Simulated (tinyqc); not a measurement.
Worked calculation: coupled-perturbed Hartree-Fock on RHF in the sto-3g basis, for NH3, spin multiplicity 1. One step of it, computed by the program tinyqc.

Question. Response to a field: uncoupled start. Field along z; U_ai = -mu_ai / (e_a - e_i), alpha = -4 sum U_ai mu_ai.

orbital energies (hartree): MO1 -15.271191, MO2 -1.034259, MO3 -0.556929, MO4 -0.556929, MO5 -0.313982, MO6 0.559023, MO7 0.740941, MO8 0.740943

dipole integrals <a|z|i> (bohr), order a6, a7, a8:
$$\begin{pmatrix}
-0.019002 & 0.028594 & 0.000000 & 0.000004 & 0.157454 \\
0.000000 & -0.000002 & 0.000000 & 0.219377 & -0.000003 \\
0.000000 & 0.000000 & 0.219378 & 0.000000 & 0.000000
\end{pmatrix}$$

Give: uncoupled U; uncoupled polarisability.

Answer.

uncoupled U, order a6, a7, a8:
$$\begin{pmatrix}
0.0012 & -0.0179 & 0.0000 & 0.0000 & -0.1804 \\
0.0000 & 0.0000 & 0.0000 & -0.1690 & 0.0000 \\
0.0000 & 0.0000 & -0.1690 & 0.0000 & 0.0000
\end{pmatrix}$$

uncoupled polarisability = 0.4124 bohr^3
